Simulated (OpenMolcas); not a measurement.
# BCl (SMILES [B]Cl): the vertical energy of the triplet above the singlet, rung by rung

The species is BCl (2 atoms), meant as a singlet with charge 0. As SMILES, `[B]Cl`. Geometry: relaxed at GFN2-xTB.

```xyz
2

B     0.0000    0.0000    0.0000
Cl    0.0000    0.0000    1.5785
```

Quantity: the vertical energy of the triplet above the singlet, in eV. The values are calculated.

```
                             level                kind     program  value (eV)  less FCI/STO-3G  CPU time (all runs)
                         HF/STO-3G        Hartree–Fock  OpenMolcas        1.06            -1.00                3.1 s
 HF/STO-3G, open shells restricted        Hartree–Fock  OpenMolcas        1.09            -0.97                3.6 s
                        PBE/STO-3G                 GGA  OpenMolcas        2.01            -0.05                6.9 s
                     r2SCAN/STO-3G            meta-GGA  OpenMolcas        1.68            -0.38                7.8 s
                     M06-2X/STO-3G     hybrid meta-GGA  OpenMolcas        2.18            +0.12                7.9 s
                CASPT2(2,2)/STO-3G      multireference  OpenMolcas        1.90            -0.16                  3 s
                CASSCF(2,2)/STO-3G      multireference  OpenMolcas        1.62            -0.44                  3 s
                  MRCI(2,2)/STO-3G      multireference  OpenMolcas        2.04            -0.02                3.2 s
FCI/STO-3G, open shells restricted  exact in the basis  OpenMolcas        2.06             0.00                3.6 s
```

FCI/STO-3G, open shells restricted is exact within its basis and frozen core, so for wave-function methods in that basis the difference is their error; functionals converge differently with the basis, so for them it is only a difference. The values span 1.06 to 2.18 eV. All rows use very small basis sets, so even the best lies far from the true value. Times are those of the runs behind each value, whatever else they computed, on shared processors of several kinds: orders of magnitude only.
